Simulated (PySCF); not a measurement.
## Computed spin Hamiltonian

Species: C₄H₆N (doublet state).
Structure used (GFN2-xTB), in Å, numbered top down from 1:
```xyz
11
C4H6N angstrom
C     -1.769   -0.903    0.225
C     -1.300    0.359    0.290
C      0.030    0.735   -0.005
N      0.923   -0.144   -0.422
C      2.196   -0.054   -0.391
H     -2.790   -1.140    0.462
H     -1.128   -1.709   -0.088
H     -1.961    1.160    0.593
H      0.294    1.792    0.056
H      2.739    0.687    0.195
H      2.771   -0.782   -0.939
```

The hyperfine couplings belong to this conformer and change with its torsions.

The species is `[CH2]/C=C\N=C` [radical].

Computed, not measured: UKS B3LYP, pcH-1 on C H N, non-relativistic, mean-field spin-orbit, GIAO (PySCF 2.14.0). One conformer (not necessarily the lowest) at the GFN2-xTB geometry, without solvent, vibrations or thermal averaging. The geometry wasn't refined by DFT: couplings that depend on bond lengths, twists or pyramidal angles can differ widely from those at the functional's own minimum. The frame is twisted about the C3–N4 bond at this geometry (dihedral H9–C3–N4–C5 = 24°); couplings at other torsion angles weren't computed. Stability of the SCF solution: not tested. ⟨S²⟩ is 0.784 where a pure state has 0.75.

```
g1, g2, g3                      : 2.00218, 2.00244, 2.00247
g_iso                           : 2.00236
Form of g                       : close to axial: the two nearest values differ by 10 % of g3 − g1
⟨S²⟩                            : 0.7841 (exact 0.7500)
α and β electrons               : 19, 18
HOMO–LUMO gap, α and β orbitals : 4.25, 4.35 eV
Total energy                    : -210.72281 Eh
```

Isotropic coupling and dipolar principal values T1 to T3, in MHz; ρ(0) is the spin density at the nucleus:

```json
{"atom": "C1", "isotope": "13C", "a_iso": "38.5", "T1": "-35.8", "T2": "-34.2", "T3": "70.0", "Mulliken spin population": "0.48", "ρ(0) (bohr⁻³)": "0.0342"}
{"atom": "C2", "isotope": "13C", "a_iso": "-36.8", "T1": "-25.0", "T2": "10.2", "T3": "14.7", "Mulliken spin population": "-0.22", "ρ(0) (bohr⁻³)": "-0.0327"}
{"atom": "C3", "isotope": "13C", "a_iso": "55.8", "T1": "-43.7", "T2": "-42.2", "T3": "86.0", "Mulliken spin population": "0.52", "ρ(0) (bohr⁻³)": "0.0496"}
{"atom": "N4", "isotope": "14N", "a_iso": "0.1", "T1": "-14.4", "T2": "3.1", "T3": "11.4", "Mulliken spin population": "-0.10", "ρ(0) (bohr⁻³)": "0.0005"}
{"atom": "C5", "isotope": "13C", "a_iso": "48.7", "T1": "-33.2", "T2": "-31.3", "T3": "64.5", "Mulliken spin population": "0.41", "ρ(0) (bohr⁻³)": "0.0433"}
{"atom": "H6", "isotope": "1H", "a_iso": "-29.1", "T1": "-17.5", "T2": "-0.4", "T3": "17.9", "Mulliken spin population": "-0.02", "ρ(0) (bohr⁻³)": "-0.0065"}
{"atom": "H7", "isotope": "1H", "a_iso": "-28.3", "T1": "-13.8", "T2": "-2.0", "T3": "15.8", "Mulliken spin population": "-0.02", "ρ(0) (bohr⁻³)": "-0.0063"}
{"atom": "H8", "isotope": "1H", "a_iso": "9.8", "T1": "-4.0", "T2": "-1.9", "T3": "5.9", "Mulliken spin population": "0.01", "ρ(0) (bohr⁻³)": "0.0022"}
{"atom": "H9", "isotope": "1H", "a_iso": "-30.2", "T1": "-18.5", "T2": "-1.6", "T3": "20.1", "Mulliken spin population": "-0.02", "ρ(0) (bohr⁻³)": "-0.0068"}
{"atom": "H10", "isotope": "1H", "a_iso": "-21.7", "T1": "-12.8", "T2": "-1.8", "T3": "14.7", "Mulliken spin population": "-0.01", "ρ(0) (bohr⁻³)": "-0.0049"}
{"atom": "H11", "isotope": "1H", "a_iso": "-26.6", "T1": "-15.4", "T2": "-1.9", "T3": "17.2", "Mulliken spin population": "-0.02", "ρ(0) (bohr⁻³)": "-0.0059"}
```

The largest Mulliken spin populations are on C3 (+0.52), C1 (+0.48), C5 (+0.41) and C2 (-0.22). Three atoms exceed +0.15. The angles at C3 add up to 359.9°, so it is planar.

C1, the radical centre as drawn in `[CH2]/C=C\N=C`, holds a spin population of +0.48 out of 1.

Under fast tumbling the dipolar parts average out, and these isotropic splittings remain: 1 × 1H (H9, I = 1/2, 2 lines) with 1.08 mT, 1 × 1H (H6, I = 1/2, 2 lines) with 1.04 mT, 1 × 1H (H7, I = 1/2, 2 lines) with 1.01 mT, 1 × 1H (H11, I = 1/2, 2 lines) with 0.95 mT, 1 × 1H (H10, I = 1/2, 2 lines) with 0.78 mT and 1 × 1H (H8, I = 1/2, 2 lines) with 0.35 mT.

H6 and H7 aren't averaged: C1 is flat or nearly so (angle sum 360°), and its turn about the short C1–C2 bond (1.35 Å) is taken as slow.

The 13C coupling of C3 (55.8 MHz) shows only in satellite lines or after enrichment, since that isotope makes up about 1.07 % of natural carbon.

β density exceeds α density at some nuclei, such as C2 (-0.0327), H9 (-0.0068) and H6 (-0.0065), spin density in bohr⁻³. In a single determinant that takes different orbitals for the two spins, that is spin polarisation.
